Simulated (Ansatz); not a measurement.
# CH3BN radical: one structure at several levels

One table from this session's results is given with a row withheld; the runs are named, their logs left out.

Computed with Ansatz 0.2.0, Gaussian basis. Level: single points in def2-TZVPP.

Cores are frozen in the correlated methods. Orbitals are unrestricted.

## Starting geometry

SMILES `[BH]C=N`, 6 atoms, charge 0, spin multiplicity 2.

Atoms are counted from 1 here; the program's logs count them from 0.

Bond lengths: B1–C2 1.325 Å, B1–H4 1.225 Å, C2–N3 1.377 Å, C2–H5 1.120 Å, N3–H6 0.942 Å. Angles: C2–B1–H4 165.3°, B1–C2–N3 143.4°, B1–C2–H5 99.5°, N3–C2–H5 117.0°, C2–N3–H6 118.4°.

Coordinates:

```xyz
6

B    -1.0564    0.0970   -0.6147
C     0.0885   -0.0332    0.0392
N     0.6371   -0.4181    1.2417
H    -1.9236    0.2626   -1.4643
H     0.7879    0.3876   -0.7274
H     1.5709   -0.3505    1.3501
```

Set-up of the first run:

Input file run/in.yaml:

```yaml
crystal:
  periodic: [false, false, false]
  atoms:
    - {symbol: B, position_ang: [-1.056400, 0.097000, -0.614700]}
    - {symbol: C, position_ang: [0.088500, -0.033200, 0.039200]}
    - {symbol: N, position_ang: [0.637100, -0.418100, 1.241700]}
    - {symbol: H, position_ang: [-1.923600, 0.262600, -1.464300]}
    - {symbol: H, position_ang: [0.787900, 0.387600, -0.727400]}
    - {symbol: H, position_ang: [1.570900, -0.350500, 1.350100]}
basis:
  gaussian: {orbitals: def2-TZVPP}
magnetization: {spin_polarized: true, initial_magnetization: 1}
correlation: {method: ccsd_t}
scf: {omitted_lower_state_checks: [cluster_reference]}
output: {forces: true}
```

No record of the launch command was kept for these runs.

Steps of the session up to this table: CCSD(T)/def2-TZVPP; PBE0-D4/def2-TZVPP; wB97M-V/def2-TZVPP; r2SCAN-D4/def2-TZVPP; PBE-D4/def2-TZVPP; CAM-B3LYP-D4/def2-TZVPP; wB97X-V/def2-TZVPP.

One of the session's tables, all rows but one given; the rest of the session is left out.

```
      method  RMS force component (eV/Å)  angle to CCSD(T) forces (°)  dipole (D)
     CCSD(T)                       2.769                    reference        2.18
     PBE0-D4                       2.744                          4.6        2.23
     wB97M-V                       2.661                          3.4        2.32
   r2SCAN-D4                       2.756                          4.0        2.15
      PBE-D4                       2.825                          5.0        2.15
CAM-B3LYP-D4                           ?                            ?           ?
     wB97X-V                       2.717                          2.8        2.36
```

**Question.** Estimate the row for CAM-B3LYP-D4.

**Answer.** RMS force component (eV/Å): 2.638; angle to CCSD(T) forces (°): 4.6; dipole (D): 2.35. In the column «RMS force component (eV/Å)» it is the lowest.

To keep in mind: The unrestricted reference is spin-contaminated, which hurts MP2 most.
